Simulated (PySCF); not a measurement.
**Atomic charges by several schemes**

BH2F.
Z-matrix (Å and degrees, PBE0-D3(BJ)/def2-TZVP geometry), rows numbered from 1:
```
B 
F   1  1.3168
H   1  1.1974  2  117.78
H   1  1.1975  2  117.83  3  -179.99
```

Density: PBE0/pcSseg-2 (PySCF); schemes: Mulliken, IAO, Hirshfeld and ESP-fitted. Geometry: PBE0-D3(BJ)/def2-TZVP; no solvent, vibrations or thermal averaging.

Question: Give the atomic charges in each scheme.

Answer: In e; atoms taken as equivalent share a row and are averaged (×n: the atom named and its like, n in all):

```tsv
atom	environment	Mulliken	IAO	Hirshfeld	ESP-fitted
B1	three-coordinate boron	+0.464	+0.325	+0.236	+0.561
F2	boron-bound fluorine	-0.311	-0.296	-0.130	-0.257
H3/H4	B–H hydrogen	-0.076	-0.014	-0.053	-0.152
```

Mean size of the charges over all atoms: ESP-fitted 0.280 e, Mulliken 0.232 e, IAO 0.162 e, Hirshfeld 0.118 e. Each set sums to the total charge, 0, to within 0.001 e. The Hirshfeld scheme weights the molecular density at each point by an atom's share of the summed free-atom densities.

Lowest charge. All schemes agree: Mulliken F2 (-0.311); IAO F2 (-0.296); Hirshfeld F2 (-0.130); ESP-fitted F2 (-0.257).

Highest charge. All schemes agree: Mulliken B1 (+0.464); IAO B1 (+0.325); Hirshfeld B1 (+0.236); ESP-fitted B1 (+0.561).

Question: How many electrons does the Mulliken scheme count on B1?

Answer: Z − q = 5 − (+0.464) = 4.536.

Question: Sum the charges by element, for elements with more than one atom.

Answer: 
| element | atoms | Mulliken | IAO | Hirshfeld | ESP-fitted |
| --- | --- | --- | --- | --- | --- |
| H | 2 | -0.153 | -0.028 | -0.106 | -0.303 |

The run behind these numbers computed NMR shieldings as well. Time: 2.2 s of wall time (with the writing of density and orbital grids); peak memory 0.35 GiB. Hardware: one thread of an Intel Xeon 6975P-C, no GPU (shared host).
